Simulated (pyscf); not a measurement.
H₃Si–Cl (SMILES [SiH3]Cl) + H₃Si–SH (SMILES [SiH3]S) -> H₃Si–S–SiH₃ (SMILES [SiH3]S[SiH3]) + HCl (SMILES Cl) (four-centre exchange; singlet surface; Cl–Si, H–S broken, S–Si, Cl–H formed). Single points on ωB97X-D3(BJ)/def2-SVP structures (PySCF, gas phase). Energies in kcal/mol from the separated reactants.

```csv
level,barrier,reaction energy
ωB97X-D3(BJ)/def2-TZVP,29.9,+6.1
PBE/def2-TZVP,29.0,+7.5
r²SCAN/def2-TZVP,(withheld),+7.7
B3LYP-D3(BJ)/def2-TZVP,31.0,+7.7
M06-2X/def2-TZVP,(withheld),(withheld)
HF/def2-TZVP,53.3,+11.4
```

**Question.** Fill in the missing entries.

**Answer.** 
- r²SCAN/def2-TZVP, barrier: 30.7
- M06-2X/def2-TZVP, barrier: 33.6
- M06-2X/def2-TZVP, reaction energy: +8.3

The functionals in the table span 4.5 kcal/mol in this barrier, from PBE to M06-2X. On the product side the descent ends in a complex, 4.6 kcal/mol under the separated species and 28.4 kcal/mol under the saddle at ωB97X-D3(BJ)/def2-TZVP. One saddle was located; it need not be the lowest between these sides.
